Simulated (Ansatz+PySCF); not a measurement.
**singlet H2S: levels of theory in one basis**

```yaml
atoms:
  - { symbol: S, position_ang: [0.0000, 0.0000, -0.2132] }
  - { symbol: H, position_ang: [0.0000, 1.9916, 1.7059] }
  - { symbol: H, position_ang: [0.0000, -1.9916, 1.7059] }
```

Basis set: 6-31G (spherical functions). Correlated methods keep 5 orbitals frozen. Charge 0, multiplicity 1.

Computed with Ansatz (development build ahead of 0.2.0); each method stands on the lowest determinant of its kind that the runs found.

| method | E − E(RHF) (eV) | <S²> of the determinant |
| --- | --- | --- |
| RHF | 0.00 | 0.00 |
| UHF | -5.58 | 1.90 |
| RHF-MP2 | -4.08 | – |
| UHF-MP2 | -6.10 | 1.90 |
| RHF-CCSD | -6.60 | – |
| UHF-CCSD | -6.39 | 1.90 |
| RHF-CCSD(T) | -6.87 | – |
| UHF-CCSD(T) | -6.43 | 1.90 |

Task: What does full CI (lowest root of this spin) give on the same scale?

Result: -6.53 eV.

At such a shape the full CI root can have another spatial symmetry than the determinants, so the rows needn't describe one state.

Task: Is a single determinant a sound starting point here?

Result: It is doubtful. Unrestricted orbitals lower Hartree–Fock by 5.58 eV and <S²> is 1.90 where a pure state has 0.00, a sign of strong static correlation.

Caution for RHF, RHF-MP2, RHF-CCSD, RHF-CCSD(T): an unrestricted determinant lies well below. Caution for UHF, UHF-MP2, UHF-CCSD, UHF-CCSD(T): the unrestricted determinant is a mixture of spin states. Caution for RHF-MP2, RHF-CCSD, RHF-CCSD(T): large amplitudes, a single reference is doubtful; the program doubts this total. Caution for UHF-MP2, UHF-CCSD, UHF-CCSD(T): bonds are stretched, where a single reference can fail.
